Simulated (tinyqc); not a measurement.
Inside a calculation (part 2 of 2). Method: UHF in the sto-3g basis, for CH2, spin multiplicity 3. Computed by tinyqc, a small Python program that keeps every step (integrals from PySCF). Command: `OMP_NUM_THREADS=1 python tinyqc.py 27704 27705 out.jsonl` (the two numbers bound the seeds that draw the settings). One thread of a shared host (Intel(R) Xeon(R) Processor @ 2.60GHz), about 0.1 s of CPU time with the checks.

Geometry (angstrom):
```
atom         x          y         z
C     0.000000   0.000000  0.000000
H     0.000000   1.090000  0.622000
H     0.000000  -1.128000  0.644000
```

## Iteration 2: diagonalisation and new density

F(alpha) (hartree), lower triangle:
```
             1C 1s      1C 2s     1C 2px     1C 2py     1C 2pz      2H 1s      3H 1s
1C 1s   -10.766889
1C 2s    -2.939866  -1.414862
1C 2px    0.000000   0.000000  -0.234671
1C 2py   -0.000687  -0.004703   0.000000  -0.172361
1C 2pz   -0.003455   0.027098   0.000000  -0.003688  -0.227525
2H 1s    -0.513248  -0.569581   0.000000  -0.329545  -0.184538  -0.311583
3H 1s    -0.464558  -0.536644   0.000000   0.320630  -0.179078  -0.129890  -0.288395
```

F(beta) (hartree), lower triangle:
```
             1C 1s      1C 2s    1C 2px     1C 2py     1C 2pz      2H 1s      3H 1s
1C 1s   -10.714968
1C 2s    -2.888305  -1.055141
1C 2px    0.000000   0.000000  0.494682
1C 2py   -0.000656  -0.006285  0.000000  -0.073670
1C 2pz    0.001835  -0.243399  0.000000  -0.001339   0.379734
2H 1s    -0.502088  -0.512963  0.000000  -0.316976  -0.181261  -0.298318
3H 1s    -0.454355  -0.484425  0.000000   0.308806  -0.176096  -0.117856  -0.278363
```

X, lower triangle:
```
            1C 1s      1C 2s    1C 2px     1C 2py     1C 2pz      2H 1s     3H 1s
1C 1s    1.026429
1C 2s   -0.146332   1.178180
1C 2px   0.000000   0.000000  1.000000
1C 2py  -0.000716   0.008926  0.000000   1.119611
1C 2pz  -0.008413   0.076000  0.000000   0.003921   1.037525
2H 1s    0.023298  -0.256875  0.000000  -0.229867  -0.126446   1.163798
3H 1s    0.022245  -0.235404  0.000000   0.214672  -0.117628  -0.019040  1.143654
```

D(alpha) after iteration 1, lower triangle:
```
            1C 1s      1C 2s    1C 2px     1C 2py    1C 2pz      2H 1s     3H 1s
1C 1s    1.035926
1C 2s   -0.142175   0.614390
1C 2px   0.000000   0.000000  1.000000
1C 2py   0.002597  -0.010431  0.000000   0.518051
1C 2pz   0.062746  -0.238124  0.000000  -0.003052  0.864333
2H 1s   -0.072618   0.175155  0.000000   0.211388  0.101667   0.205613
3H 1s   -0.069614   0.171688  0.000000  -0.215151  0.101006  -0.001617  0.199431
```

D(beta) after iteration 1, lower triangle:
```
            1C 1s      1C 2s    1C 2px     1C 2py    1C 2pz      2H 1s     3H 1s
1C 1s    1.018244
1C 2s   -0.077428   0.375233
1C 2px   0.000000   0.000000  0.000000
1C 2py   0.002066  -0.008568  0.000000   0.503144
1C 2pz  -0.048515   0.157307  0.000000  -0.006298  0.066867
2H 1s   -0.077822   0.195746  0.000000   0.210530  0.080531   0.217683
3H 1s   -0.074671   0.191915  0.000000  -0.214456  0.080757  -0.006830  0.211731
```

overlap S, lower triangle:
```
           1C 1s     1C 2s    1C 2px     1C 2py    1C 2pz     2H 1s     3H 1s
1C 1s   1.000000
1C 2s   0.248362  1.000000
1C 2px  0.000000  0.000000  1.000000
1C 2py  0.000000  0.000000  0.000000   1.000000
1C 2pz  0.000000  0.000000  0.000000   0.000000  1.000000
2H 1s   0.042473  0.400337  0.000000   0.352909  0.201385  1.000000
3H 1s   0.038418  0.377975  0.000000  -0.338106  0.193032  0.082446  1.000000
```

Diagonalise F' = X^T F X, C = X C', fill 5 alpha and 3 beta electrons from the bottom; D(s) = C_occ C_occ^T; the new density keeps 0.7 of the old one (damping). Each column has its largest component positive (the first on a tie).

F' = X^T F X (alpha) (hartree), lower triangle:
```
            1          2          3          4          5          6         7
1  -10.529279
2   -1.573096  -0.643965
3    0.000000   0.000000  -0.234671
4   -0.001597   0.008908   0.000000   0.090834
5   -0.035438   0.168586   0.000000   0.002954  -0.147942
6   -0.035728  -0.380483   0.000000  -0.379749  -0.199670   0.048354
7   -0.023886  -0.354330   0.000000   0.363946  -0.189479  -0.046982  0.034606
```

orbital energies (alpha) (hartree): MO1 -10.774973, MO2 -0.746567, MO3 -0.436130, MO4 -0.308875, MO5 -0.234671, MO6 0.499421, MO7 0.619732

coefficients C (alpha):
```
              MO1        MO2        MO3        MO4       MO5        MO6        MO7
1C 1s    0.991945  -0.236726   0.005151   0.081576  0.000000   0.168105  -0.033838
1C 2s    0.032966   0.777154  -0.025078  -0.379177  0.000000  -0.867335   0.187205
1C 2px   0.000000   0.000000   0.000000   0.000000  1.000000   0.000000   0.000000
1C 2py   0.000318   0.007045   0.568193  -0.009027  0.000000   0.175617   0.999366
1C 2pz   0.002618  -0.008550   0.014390   0.846531  0.000000  -0.616948   0.120905
2H 1s   -0.006676   0.260240   0.426887   0.232976  0.000000   0.633356  -0.885847
3H 1s   -0.006220   0.243525  -0.432857   0.249806  0.000000   0.882733   0.579489
```

F' = X^T F X (beta) (hartree), lower triangle:
```
            1          2         3          4          5          6         7
1  -10.482782
2   -1.572604  -0.265423
3    0.000000   0.000000  0.494682
4   -0.001342   0.007818  0.000000   0.202343
5    0.005244  -0.102864  0.000000   0.005615   0.462173
6   -0.036804  -0.371221  0.000000  -0.387150  -0.203232   0.045684
7   -0.024987  -0.346600  0.000000   0.370985  -0.192784  -0.046665  0.030816
```

orbital energies (beta) (hartree): MO1 -10.720697, MO2 -0.583939, MO3 -0.395458, MO4 0.377475, MO5 0.494682, MO6 0.625290, MO7 0.690138

coefficients C (beta):
```
              MO1        MO2        MO3        MO4       MO5        MO6        MO7
1C 1s    0.993370  -0.187212   0.004595  -0.203990  0.000000  -0.103157  -0.044412
1C 2s    0.027386   0.570694  -0.020017   0.902922  0.000000   0.575427   0.252091
1C 2px   0.000000   0.000000   0.000000   0.000000  1.000000   0.000000   0.000000
1C 2py   0.000278   0.013281   0.513126  -0.032737  0.000000  -0.326787   0.990561
1C 2pz   0.002332   0.192481  -0.008090  -0.497410  0.000000   0.864450   0.283435
2H 1s   -0.005624   0.378314   0.454222  -0.419346  0.000000  -0.365603  -0.911678
3H 1s   -0.005237   0.349276  -0.483530  -0.455234  0.000000  -0.807868   0.456537
```

D(alpha) after iteration 2, lower triangle:
```
            1C 1s      1C 2s    1C 2px     1C 2py    1C 2pz      2H 1s     3H 1s
1C 1s    1.039151
1C 2s   -0.154222   0.654911
1C 2px   0.000000   0.000000  1.000000
1C 2py   0.002070  -0.008904  0.000000   0.459528
1C 2pz   0.066048  -0.265058  0.000000  -0.001993  0.820103
2H 1s   -0.064940   0.153503  0.000000   0.220656  0.131504   0.235213
3H 1s   -0.062431   0.151737  0.000000  -0.224552  0.131647  -0.020082  0.232335
```

D(beta) after iteration 2, lower triangle:
```
            1C 1s      1C 2s    1C 2px     1C 2py    1C 2pz      2H 1s     3H 1s
1C 1s    1.019327
1C 2s   -0.078118   0.360716
1C 2px   0.000000   0.000000  0.000000
1C 2py   0.001490  -0.006803  0.000000   0.431243
1C 2pz  -0.044087   0.143137  0.000000  -0.004887  0.057943
2H 1s   -0.076773   0.199019  0.000000   0.218800  0.077111   0.257219
3H 1s   -0.074114   0.197000  0.000000  -0.223162  0.077868  -0.031020  0.254958
```

## Iteration 63 (converged): orbitals

converged F(alpha) (hartree), lower triangle:
```
             1C 1s      1C 2s     1C 2px     1C 2py     1C 2pz      2H 1s      3H 1s
1C 1s   -10.988330
1C 2s    -2.977358  -1.548447
1C 2px    0.000000   0.000000  -0.355439
1C 2py   -0.000292  -0.005345   0.000000  -0.217656
1C 2pz   -0.004413   0.042645   0.000000  -0.005728  -0.281874
2H 1s    -0.521654  -0.584424   0.000000  -0.344415  -0.212046  -0.332299
3H 1s    -0.472340  -0.548457   0.000000   0.332910  -0.206579  -0.120443  -0.299995
```

converged F(beta) (hartree), lower triangle:
```
             1C 1s      1C 2s    1C 2px     1C 2py     1C 2pz      2H 1s      3H 1s
1C 1s   -10.931031
1C 2s    -2.925006  -1.149470
1C 2px    0.000000   0.000000  0.389771
1C 2py   -0.000250  -0.010425  0.000000  -0.056686
1C 2pz   -0.004304  -0.203412  0.000000  -0.004900   0.297245
2H 1s    -0.509468  -0.540823  0.000000  -0.330791  -0.172484  -0.349443
3H 1s    -0.461083  -0.510050  0.000000   0.320992  -0.165720  -0.103468  -0.328708
```

Diagonalise F' = X^T F X, C = X C', fill 5 alpha and 3 beta electrons from the bottom; D(s) = C_occ C_occ^T. Each column has its largest component positive (the first on a tie).

F' = X^T F X (alpha) (hartree), lower triangle:
```
            1          2          3          4          5          6         7
1  -10.754693
2   -1.560974  -0.803162
3    0.000000   0.000000  -0.355439
4   -0.000910   0.007670   0.000000   0.045029
5   -0.037732   0.190234   0.000000   0.000923  -0.190549
6   -0.042881  -0.364689   0.000000  -0.380894  -0.227756   0.033278
7   -0.030441  -0.340186   0.000000   0.365168  -0.219232  -0.031552  0.029360
```

orbital energies (alpha) (hartree): MO1 -10.995287, MO2 -0.843034, MO3 -0.473766, MO4 -0.393740, MO5 -0.355439, MO6 0.480655, MO7 0.584434

coefficients C (alpha):
```
              MO1        MO2        MO3        MO4       MO5        MO6        MO7
1C 1s    0.992580  -0.251115   0.008707   0.066905  0.000000   0.150043  -0.027213
1C 2s    0.030398   0.859171  -0.043552  -0.344230  0.000000  -0.807569   0.158488
1C 2px   0.000000   0.000000   0.000000   0.000000  1.000000   0.000000   0.000000
1C 2py   0.000247   0.007880   0.577014  -0.033324  0.000000   0.150869   0.997832
1C 2pz   0.002383  -0.039156   0.046372   0.816776  0.000000  -0.654692   0.112744
2H 1s   -0.005917   0.191369   0.435225   0.265442  0.000000   0.652905  -0.875968
3H 1s   -0.005534   0.174246  -0.408817   0.316660  0.000000   0.873902   0.602191
```

F' = X^T F X (beta) (hartree), lower triangle:
```
            1          2         3          4          5          6          7
1  -10.701563
2   -1.569586  -0.356671
3    0.000000   0.000000  0.389771
4   -0.000197   0.002876  0.000000   0.230058
5   -0.005260  -0.066132  0.000000   0.001677   0.374291
6   -0.039238  -0.376670  0.000000  -0.392189  -0.188921  -0.007629
7   -0.026847  -0.353639  0.000000   0.377052  -0.178725  -0.025191  -0.021580
```

orbital energies (beta) (hartree): MO1 -10.935875, MO2 -0.637533, MO3 -0.434245, MO4 0.280475, MO5 0.389771, MO6 0.566259, MO7 0.677825

coefficients C (beta):
```
              MO1        MO2        MO3        MO4       MO5        MO6        MO7
1C 1s    0.993961  -0.194122  -0.006180  -0.181230  0.000000  -0.130342  -0.023776
1C 2s    0.025004   0.606069   0.024945   0.807418  0.000000   0.704921   0.139175
1C 2px   0.000000   0.000000   0.000000   0.000000  1.000000   0.000000   0.000000
1C 2py   0.000219   0.018932  -0.465432  -0.016403  0.000000  -0.147621   1.055225
1C 2pz   0.002564   0.163419   0.006033  -0.597023  0.000000   0.845179   0.120965
2H 1s   -0.005048   0.366063  -0.481368  -0.379973  0.000000  -0.571088  -0.808628
3H 1s   -0.004725   0.330082   0.519906  -0.392923  0.000000  -0.748442   0.574720
```

D(alpha) after iteration 63, lower triangle:
```
            1C 1s      1C 2s    1C 2px     1C 2py    1C 2pz      2H 1s     3H 1s
1C 1s    1.052826
1C 2s   -0.208988   0.859490
1C 2px   0.000000   0.000000  1.000000
1C 2py   0.001061  -0.006881  0.000000   0.334118
1C 2pz   0.067248  -0.316747  0.000000  -0.000769  0.670812
2H 1s   -0.032380   0.053911  0.000000   0.243792  0.229482   0.296538
3H 1s   -0.031622   0.058340  0.000000  -0.245073  0.232847  -0.060494  0.297797
```

D(beta) after iteration 63, lower triangle:
```
            1C 1s      1C 2s    1C 2px     1C 2py    1C 2pz      2H 1s     3H 1s
1C 1s    1.025680
1C 2s   -0.092953   0.368568
1C 2px   0.000000   0.000000  0.000000
1C 2py  -0.000582  -0.000131  0.000000   0.216986
1C 2pz  -0.029212   0.099258  0.000000   0.000286  0.026749
2H 1s   -0.073103   0.209726  0.000000   0.230974  0.056904   0.365743
3H 1s   -0.071986   0.212904  0.000000  -0.235733  0.057066  -0.129411  0.379279
```

## Convergence

Stop when the energy changes by less than 1e-08 hartree and every element of the error matrix X^T (F D S - S D F) X (for each spin) is below 3e-05.

Course of the cycle:
```
iteration   E (hartree)     change  largest element of the error matrix
1          -38.18510403          -                             1.94e-01
2          -38.23857168  -5.35e-02                             1.44e-01
3          -38.27868045  -4.01e-02                             1.07e-01
4          -38.30846887  -2.98e-02                             7.99e-02
5          -38.33041079  -2.19e-02                             6.01e-02
6          -38.34646480  -1.61e-02                             4.55e-02
7          -38.35814685  -1.17e-02                             3.47e-02
8          -38.36660974  -8.46e-03                             2.66e-02
9          -38.37271820  -6.11e-03                             2.06e-02
10         -38.37711399  -4.40e-03                             1.60e-02
11         -38.38026939  -3.16e-03                             1.26e-02
12         -38.38252969  -2.26e-03                             9.96e-03
13         -38.38414597  -1.62e-03                             8.05e-03
14         -38.38530002  -1.15e-03                             6.51e-03
...                 ...        ...                                  ...
50         -38.38815525  -2.73e-08                             7.67e-05
51         -38.38815527  -2.29e-08                             7.10e-05
52         -38.38815529  -1.93e-08                             6.58e-05
53         -38.38815530  -1.63e-08                             6.10e-05
54         -38.38815532  -1.38e-08                             5.66e-05
55         -38.38815533  -1.18e-08                             5.25e-05
56         -38.38815534  -1.00e-08                             4.87e-05
57         -38.38815535  -8.57e-09                             4.52e-05
58         -38.38815536  -7.34e-09                             4.20e-05
59         -38.38815536  -6.29e-09                             3.90e-05
60         -38.38815537  -5.39e-09                             3.63e-05
61         -38.38815537  -4.63e-09                             3.37e-05
62         -38.38815538  -3.98e-09                             3.13e-05
63         -38.38815538  -3.42e-09                             2.91e-05
```

PySCF UHF in the same basis, after a stability check = -38.38815540 hartree

Converged in 63 iterations.

## Populations, bond orders and dipole

Mulliken: Z minus the diagonal of D S on the atom; Loewdin: the same with S^(1/2) D S^(1/2); Mayer order: 2 sum_s sum (D(s) S)_ij (D(s) S)_ji over the two atoms.

Charges (e):
```
atom   Mulliken    Loewdin  Mulliken spin
1C    -0.048602  -0.018327       2.180474
2H     0.027090   0.010961      -0.084894
3H     0.021511   0.007366      -0.095581
```

Mayer bond orders:
```
pair     order
2-1   0.970404
3-1   0.968746
3-2   0.021655
```

dipole moment about the origin, x y z (debye): 0.000000  0.016851  0.188360

<S^2> of the determinant (pure state: 2) = 2.022651
